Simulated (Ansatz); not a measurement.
# H2O+ (doublet): wave-function methods side by side at angle H2–O1–H3 = 180.0°, cc-pVDZ

How much of the correlation energy of H2O+ (doublet) does each wave-function method recover here?

Computed with Ansatz 0.2.0, Gaussian basis. Level: cc-pVDZ, core rule «outside noble gas», up to 1 orbitals frozen.

The runs, in order: UHF; CCSD(T) on ROHF; CCSD(T) on UHF; BCCD(T) on ROHF; CISD; CCSDT(Q) on ROHF; CCSDT(Q) on UHF; CASSCF and MRCISD+Q, 3 electrons in 3 orbitals; CASSCF and NEVPT2, 3 electrons in 3 orbitals; CASSCF and MRCISD+Q, 7 electrons in 6 orbitals; CASSCF and NEVPT2, 7 electrons in 6 orbitals; Full CI.

11 further runs of the same task are left out: 3 for a mislabelled method, 5 that didn't finish, 3 set aside as unsound or not needed.

## 1. What is computed

The geometry derives from a PBE0/def2-TZVP stationary point (not a proven minimum). One angle is set to the value named; bond lengths are kept.

3 atoms, charge 1, spin multiplicity 2.

Atoms are counted from 1 here; the program's logs count them from 0.

Bond lengths: O1–H2 1.004 Å, O1–H3 1.004 Å. Angles: H2–O1–H3 180.0°.

## 2. UHF

in.yaml

```yaml
crystal:
  periodic: [false, false, false]
  atoms:
    - {symbol: O, position_ang: [0.000000, 0.000000, 0.000000]}
    - {symbol: H, position_ang: [0.000000, 0.000000, -1.003807]}
    - {symbol: H, position_ang: [0.000000, 0.000000, 1.003807]}
basis:
  gaussian: {orbitals: cc-pVDZ}
total_charge: 1
magnetization: {spin_polarized: true, initial_magnetization: 1}
hamiltonian: {xc: hf}
output: {orbitals: {seedname: orbitals}}
```

On the command line:

```console
$ ansatz run in.yaml --threads 1 --pin off --events-out ev --progress --plain --max-ram 2393MiB
```

Further steps of the session: CCSD(T) on ROHF; CCSD(T) on UHF; BCCD(T) on ROHF; CISD; CCSDT(Q) on ROHF; CCSDT(Q) on UHF; CASSCF and MRCISD+Q, 3 electrons in 3 orbitals; CASSCF and NEVPT2, 3 electrons in 3 orbitals; CASSCF and MRCISD+Q, 7 electrons in 6 orbitals; CASSCF and NEVPT2, 7 electrons in 6 orbitals; Full CI.

**Question.** What will the summary of the whole plan be? Wanted: FCI below the RHF energy; RMP2 from FCI; UMP2 from FCI; RCCSD from FCI; RCCSD(T) from FCI; UCCSD(T) from FCI; RCCSDT(Q) from FCI; UCCSDT(Q) from FCI; NEVPT2 pair from FCI.

**Answer**, as computed:

| quantity | value |
| --- | --- |
| FCI below the RHF energy | -4.7196 eV |
| RMP2 from FCI | +492.9 meV |
| UMP2 from FCI | +490.5 meV |
| RCCSD from FCI | +68.8 meV |
| RCCSD(T) from FCI | +11.9 meV |
| UCCSD(T) from FCI | +11.1 meV |
| RCCSDT(Q) from FCI | +0.2 meV |
| UCCSDT(Q) from FCI | -0.6 meV |
| NEVPT2 pair from FCI | +444.6 meV |
| MRCISD+Q pair from FCI | +1.8 meV |
| NEVPT2 valence from FCI | +522.1 meV |
| levels within 1 kcal/mol (43 meV) | RCCSD(T), UCCSD(T), BCCD(T), RCCSDT, UCCSDT, RCCSDT(Q), UCCSDT(Q), MRCISD+Q pair, MRCISD+Q valence |
| T1 diagnostic | 0.013 |
| effectively unpaired electrons | 1.01 |

What this shows: RCCSD(T) lands +11.9 meV from the yardstick (0.3 % of the correlation energy). One determinant dominates. Of the multireference levels listed MRCISD+Q valence comes nearest in total energy (-1.3 meV), which doesn't show that its space is the better one. These misses are within one basis, not against nature; the frozen cores of restricted and unrestricted runs differ, which can shift their rows.
